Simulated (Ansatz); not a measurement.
We consider Cu3AsS4 (Pmn2₁, No. 31), described by LDA (Ansatz, a first-principles code, PAW).

Run with plane-wave cutoff 520 eV, 6×6×6 k mesh, Fermi–Dirac smearing 0.01 eV, no spin polarisation, scalar-relativistic PAW data made under PBE.

Cell (relaxed at this level):

```cif
data_As2Cu6S8
_chemical_formula_sum 'Cu6 As2 S8'
_space_group_name_H-M_alt 'P 1'
_space_group_IT_number 1
_cell_length_a 6.01978
_cell_length_b 6.28758
_cell_length_c 7.25084
_cell_angle_alpha 90.000
_cell_angle_beta 90.000
_cell_angle_gamma 90.000
loop_
_space_group_symop_operation_xyz
  'x, y, z'
loop_
_atom_site_label
_atom_site_type_symbol
_atom_site_fract_x
_atom_site_fract_y
_atom_site_fract_z
_atom_site_occupancy
Cu1 Cu 0.50426 0.83940 0.00000 1
Cu2 Cu 0.00426 0.16060 0.50000 1
Cu3 Cu 0.00892 0.67186 0.24928 1
Cu4 Cu 0.50892 0.32814 0.25072 1
Cu5 Cu 0.00892 0.67186 0.75072 1
Cu6 Cu 0.50892 0.32814 0.74928 1
As1 As 0.00253 0.16929 0.00000 1
As2 As 0.50253 0.83071 0.50000 1
S1 S 0.37597 0.17207 0.00000 1
S2 S 0.87597 0.82793 0.50000 1
S3 S 0.87428 0.83550 0.00000 1
S4 S 0.37428 0.16450 0.50000 1
S5 S 0.37741 0.66011 0.24663 1
S6 S 0.87741 0.33989 0.25337 1
S7 S 0.37741 0.66011 0.75337 1
S8 S 0.87741 0.33989 0.74663 1
```

Q: Give the computed bulk modulus B0 and pressure derivative B′ of the bulk modulus.

A: 
bulk modulus B0: 94.8 GPa
pressure derivative B′ of the bulk modulus: 4.6

Note: the gap of the solid is closed in this run; the volume lies 6 % below that of the published cell; this level leaves the solid without a gap, although one is measured; the bulk modulus comes from volumes at which shape and atoms were relaxed.

Static lattice: no zero-point or thermal effects.
